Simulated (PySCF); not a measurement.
methane (CH4), SMILES C.

Geometry: PBE0-D3(BJ)/def2-TZVPD.

Level of theory: ωB97X/def2-TZVPD run with PySCF.

Task: Estimate the frontier levels, gap, dipole moment and polarisability. (The exact figures need the calculation; the answer reports its results.)

Result: 
- highest occupied level: -13.58 eV
- lowest empty level: 2.26 eV
- orbital gap: 15.84 eV
- dipole moment: 0.00 D
- quadrupole, principal values (traceless, Buckingham form, about the centre of nuclear charge): 0.00, 0.00, 0.00 D·Å
- mean static polarisability: 16.7 bohr³ (2.48 Å³)
- polarisability, principal values: 16.7, 16.7, 16.7 bohr³
